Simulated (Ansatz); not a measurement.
# AlCP (triplet): the correlation ladder, cc-pVDZ

An exercise on one series of results from a longer session: the logs are not shown, and one member is left open.

Method: cc-pVDZ, core rule «outside noble gas», up to 11 orbitals frozen; program: Ansatz 0.2.0, Gaussian basis.

The runs, in order: UHF; CCSD(T) on ROHF; CCSD(T) on UHF; BCCD(T) on ROHF; CISD; CCSDT(Q) on ROHF; CCSDT(Q) on UHF.

8 further runs of the same task are left out: 4 for a known fault of the program, 4 set aside as unsound or not needed.

### The system

The geometry is a PBE0/def2-TZVP stationary point (not a proven minimum) of the parent state, kept for this charge and spin.

3 atoms, charge 0, spin multiplicity 3.

Atoms are counted from 1 here; the program's logs count them from 0.

Bond lengths: Al1–C3 1.984 Å, P2–C3 1.554 Å. Angles: Al1–C3–P2 180.0°.

Set-up of the first run:

Contents of in.yaml:

```yaml
crystal:
  periodic: [false, false, false]
  atoms:
    - {symbol: Al, position_ang: [0.000000, 0.000000, 1.840546]}
    - {symbol: P, position_ang: [0.000000, 0.000000, -1.697047]}
    - {symbol: C, position_ang: [0.000000, 0.000000, -0.143499]}
basis:
  gaussian: {orbitals: cc-pVDZ}
magnetization: {spin_polarized: true, initial_magnetization: 2}
hamiltonian: {xc: hf}
output: {orbitals: {seedname: orbitals}}
```

Started as:

```sh
> ansatz run in.yaml --threads 1 --pin off --events-out ev --progress --plain --max-ram 4096MiB --backend cpu
```

Among the steps run: UHF; CCSD(T) on ROHF; CCSD(T) on UHF; BCCD(T) on ROHF; CISD; CCSDT(Q) on ROHF; CCSDT(Q) on UHF.

One table of the session follows, with a row left open; its other results are not shown here.

| method | from RCCSDT(Q) (kcal/mol) |
| --- | --- |
| ROHF | +190.98 |
| RMP2 | +23.09 |
| UMP2 | +29.92 |
| CISD | +31.25 |
| RCCSD | +12.76 |
| UCCSD | +12.88 |
| RCCSD(T) | +1.94 |
| UCCSD(T) | +2.26 |
| BCCD(T) | +1.81 |
| RCCSDT | ? |
| UCCSDT | +1.34 |
| RCCSDT(Q) | 0 |
| UCCSDT(Q) | -0.06 |

Estimate the missing values for RCCSDT.

**Answer.** from RCCSDT(Q) (kcal/mol): +1.35. In the column «from RCCSDT(Q) (kcal/mol)» it lies between UCCSDT (+1.34) and BCCD(T) (+1.81).

Caveats from the session: Left out of the table: UHF (another determinant or state than the rows shown). Warnings: spin contamination; coupled cluster took another determinant than the lowest. Restricted and unrestricted rows rest on different reference determinants; where their highest levels disagree by more than a few hundredths of an eV, they describe different states and don't form one ladder.
